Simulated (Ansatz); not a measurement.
## Worked example: BS⁺, quintet against BS⁺, triplet

Geometry (PBE0/def2-TZVP stationary point of a triplet), kept for both states (BS⁺, triplet: Π; BS⁺, quintet: Π):

```yaml
atoms:
  - { symbol: B, position_ang: [0.0000, 0.0000, 0.0000] }
  - { symbol: S, position_ang: [0.0000, 0.0000, 1.7033] }
```

Basis 6-31G; Ansatz 0.2.0. Correlated methods freeze the noble-gas cores. R marks a restricted (for open shells ROHF) determinant, U an unrestricted one.

Full CI is exact within this basis and frozen core; it isn't the basis-set limit. The frozen core follows each run's orbitals, which can shift R against U totals by a few meV.

| level | E(BS⁺, triplet) (hartree) | E(BS⁺, quintet) (hartree) |
| --- | --- | --- |
| UHF | -421.740315 | -421.638994 |
| UMP2 | -421.807013 | -421.670814 |
| UCCSD(T) | -421.828512 | -421.683435 |
| PBE | -422.298992 | -422.137841 |
| B3LYP | -422.527468 | -422.368909 |
| full CI | -421.829596 | -421.683696 |

Q: Give the vertical gap, BS⁺ quintet less BS⁺ triplet, at each level in eV (1 hartree = 27.2114 eV), and each error against full CI.

A: full CI: (-421.683696 − (-421.829596)) × 27.2114 = 3.970 eV (the reference)
B3LYP: (-422.368909 − (-422.527468)) × 27.2114 = 4.315 eV, error 0.345 eV
PBE: (-422.137841 − (-422.298992)) × 27.2114 = 4.385 eV, error 0.415 eV
UCCSD(T): (-421.683435 − (-421.828512)) × 27.2114 = 3.948 eV, error -0.022 eV
UMP2: (-421.670814 − (-421.807013)) × 27.2114 = 3.706 eV, error -0.264 eV
UHF: (-421.638994 − (-421.740315)) × 27.2114 = 2.757 eV, error -1.213 eV

Total energies of functionals can't be set beside those of wave-function methods, since they hold the core's correlation and their own absolute errors; only the differences compare.

The set has no polarisation functions, so the order and spacing of states can differ from the basis-set limit.

In so small a basis the reference is far from its limit while semilocal and hybrid functionals are nearer theirs, so the functionals' errors here hold much of the reference's basis and frozen-core error, which can add to them or hide them.

Each level lands on the state that its own search finds. T1 diagnostics of restricted CCSD: 0.039 and 0.016.
